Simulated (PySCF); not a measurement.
## `C1C(N)C1`, C₃H₇N

Molfile (atoms numbered from 1):
```
C3H7N
     RDKit          3D

 11 11  0  0  0  0  0  0  0  0999 V2000
    1.6140   -0.0874    0.1543 N   0  0  0  0  0  0  0  0  0  0  0  0
    0.3584    0.1700   -0.4886 C   0  0  0  0  0  0  0  0  0  0  0  0
   -0.7426    0.8020    0.2872 C   0  0  0  0  0  0  0  0  0  0  0  0
   -0.8914   -0.6149   -0.1982 C   0  0  0  0  0  0  0  0  0  0  0  0
    1.5045   -0.1208    1.1596 H   0  0  0  0  0  0  0  0  0  0  0  0
    1.9952   -0.9786   -0.1393 H   0  0  0  0  0  0  0  0  0  0  0  0
    0.4740    0.5128   -1.5121 H   0  0  0  0  0  0  0  0  0  0  0  0
   -1.3334    1.5799   -0.1792 H   0  0  0  0  0  0  0  0  0  0  0  0
   -0.5761    0.9501    1.3485 H   0  0  0  0  0  0  0  0  0  0  0  0
   -1.5850   -0.8108   -1.0073 H   0  0  0  0  0  0  0  0  0  0  0  0
   -0.8224   -1.4040    0.5413 H   0  0  0  0  0  0  0  0  0  0  0  0
  1  2  1  0
  2  3  1  0
  3  4  1  0
  4  2  1  0
  1  5  1  0
  1  6  1  0
  2  7  1  0
  3  8  1  0
  3  9  1  0
  4 10  1  0
  4 11  1  0
M  END
```

Theory: TDDFT CAM-B3LYP/def2-TZVPD excited states, vertical, gas phase (PySCF). Geometry: PBE0-D3(BJ)/def2-TZVP.

States above about 8.0 eV (minus the energy of the highest occupied orbital) lie near or above the ionisation threshold and depend on the basis.

**Question.** Give the one- and two-photon strengths of the lowest singlets.

**Answer.** δ for parallel linear polarisation; σ at the peak of a Lorentzian of half width 0.1 eV, single beam; Ω is circular over linear.
| state | E (eV) | f | photon λ (nm) | δ (au) | σ (GM) | Ω | main |
| --- | --- | --- | --- | --- | --- | --- | --- |
| S1 | 5.92 | 0.026 | 419 | 25.9 | 0.33 | 1.22 | HOMO→LUMO 0.79, HOMO→LUMO+3 0.12 |
| S2 | 6.60 | 0.008 | 376 | 29.9 | 0.48 | 1.35 | HOMO→LUMO+2 0.49, HOMO→LUMO+1 0.45 |
| S3 | 6.84 | 0.008 | 363 | 66.6 | 1.14 | 1.50 | HOMO→LUMO+2 0.40, HOMO→LUMO+1 0.38 |
| S4 | 7.02 | 0.003 | 353 | 232 | 4.19 | 0.47 | HOMO→LUMO+3 0.78, HOMO→LUMO 0.08 |
| S5 | 7.78 | 0.013 | 319 | 13.9 | 0.31 | 0.70 | HOMO→LUMO+4 0.83 |
| S6 | 7.87 | 0.008 | 315 | 29.4 | 0.67 | 1.38 | HOMO−1→LUMO 0.89 |

Among these, the strongest one-photon state is S1, the strongest two-photon state S4, with a dipole change of 6.8 D (relaxed, norm of the difference vector).
